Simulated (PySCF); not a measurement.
Species: 3-fluoropropenenitrile, C3H2FN.
Atom-mapped SMILES: `[N:1]#[C:2]/[CH:3]=[CH:4]/[F:5]` (hydrogens: H6 on C3; H7 on C4)

The same species was optimised twice, with GFN2-xTB and with PBE0-D3(BJ)/def2-SVP (PySCF), and the same property calculations (PySCF, gas phase) were run on both structures.

```
  coordinate  GFN2-xTB  PBE0-D3(BJ)/def2-SVP  change
   C4–F5 (Å)     1.330                 1.314  -0.016
   C2–C3 (Å)     1.407                 1.421  +0.014
   N1≡C2 (Å)     1.146                 1.160  +0.014
   C4–H7 (Å)     1.081                 1.094  +0.013
   C3–H6 (Å)     1.081                 1.094  +0.013
   C3=C4 (Å)     1.328                 1.337  +0.009
C2–C3–H6 (°)     116.7                 118.7    +2.0
C4–C3–H6 (°)     121.6                 120.2    -1.4
F5–C4–H7 (°)     112.8                 113.8    +1.0
C3–C4–H7 (°)     125.7                 124.8    -0.9
C2–C3–C4 (°)     121.7                 121.1    -0.6
N1–C2–C3 (°)     178.7                 179.1    +0.4
C3–C4–F5 (°)     121.5                 121.4    -0.1
```

Rotational constants: A = 50202, B = 2342, C = 2237 MHz (GFN2-xTB) against A = 48532, B = 2332, C = 2225 MHz (PBE0-D3(BJ)/def2-SVP). Point groups within 0.08 Å: Cs and Cs.

On the GFN2-xTB structure: lowest singlet, TDDFT (eV) 6.48 [wB97X-D/def2-SVPD]; lowest triplet, Tamm–Dancoff (eV) 3.89 [wB97X-D/def2-SVPD]; isotropic polarisability (au) 41.9 [wB97X-D/def2-SVPD]; HOMO (eV) -10.27 [wB97X-D/def2-SVPD]; LUMO (eV) 0.10 [wB97X-D/def2-SVPD]; dipole (D) 2.79 [wB97X-D/def2-SVPD].

Task: What do these properties become on the PBE0-D3(BJ)/def2-SVP structure?

Result: 
| property | level | on GFN2-xTB | on PBE0-D3(BJ)/def2-SVP | change |
| --- | --- | --- | --- | --- |
| lowest singlet, TDDFT (eV) | wB97X-D/def2-SVPD | 6.48 | 6.39 | -0.09 |
| lowest triplet, Tamm–Dancoff (eV) | wB97X-D/def2-SVPD | 3.89 | 3.82 | -0.07 |
| isotropic polarisability (au) | wB97X-D/def2-SVPD | 41.9 | 42.5 | +0.6 |
| HOMO (eV) | wB97X-D/def2-SVPD | -10.27 | -10.19 | +0.08 |
| LUMO (eV) | wB97X-D/def2-SVPD | 0.10 | 0.09 | -0.01 |
| dipole (D) | wB97X-D/def2-SVPD | 2.79 | 2.95 | +0.16 |
| energy, GFN2-xTB geometry as zero (kcal/mol) | wB97X-D/def2-SVPD | 0.0 | -0.5 | -0.5 |

The heavy atoms differ by 0.013 Å rms after alignment. Among all bonds C4–F5 changes most (-0.016 Å). Changes are differences of the printed values. Neither structure is proved a minimum here.

wB97X-D is run here without its empirical dispersion term; that term would change no orbital, density or response property at a fixed geometry.
